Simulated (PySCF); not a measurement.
Identify the compound

The spectra below were simulated for a compound C$_{5}$H$_{10}$.

1H NMR (600 MHz, computed): δ 6.24 (m, 1H), 5.31 (m, 1H), 5.20 (m, 1H), 2.06 (m, 2H), 1.36 (m, 2H), 1.00 (t, 3H).

13C{1H} NMR (computed): δ 150.9, 120.8, 43.8, 29.6, 17.7.

One conformer, non-relativistic Hamiltonian, no solvent model, one averaged value for each set of equivalent atoms. PBE0-D3(BJ)/def2-TZVP geometry; NMR shieldings at B97-2/pcSseg-2/GIAO; PySCF.

δ = σ(ref) − σ, references computed at the same level: TMS for 1H, 13C.

Task: Deduce the structure.

Result: 
1. Rings plus π bonds: 1 (no ring in the answer).
2. 5 carbon signals for 5 carbons: no two carbons are equivalent.
3. Carbon types of the structure: 1 × CH, 3 × CH2, 1 × CH3, which accounts for all hydrogens.
4. δC 150.9: alkene CH; an sp2 carbon of a C=C bond.
5. δC 120.8: terminal =CH2 carbon; as expected for a trigonal carbon in a double bond.
6. δC 43.8: allylic sp3 CH2; a saturated carbon with 2 carbon neighbours and no heteroatom attached.
7. δC 29.6: sp3 CH2; a saturated carbon with 2 carbon neighbours and no heteroatom attached.
8. δC 17.7: methyl carbon; aliphatic region, no heteroatom directly attached.
9. δH 6.24: hydrogen on an alkene CH; a vinylic proton, deshielded by the sp2 carbon and the C=C anisotropy.
10. δH 1.00: hydrogen on a methyl carbon; far from electronegative atoms and π systems.

The compound is `C=CCCC`.

The data come from this structure; uniqueness wasn't tested.

Shifts are as computed. Against solution values, carbons near 30 ppm lie about +3 ppm off and those near 130 ppm about +7 ppm. Of 1211 compounds with measured shifts, 218 miss one by over three times the rms of a fit or turn the order of signals round; such compounds aren't used in these exercises. Multiplicities follow the n + 1 count of equivalent neighbours, as no J values were calculated; m marks all less simple cases, F and P coupling included.
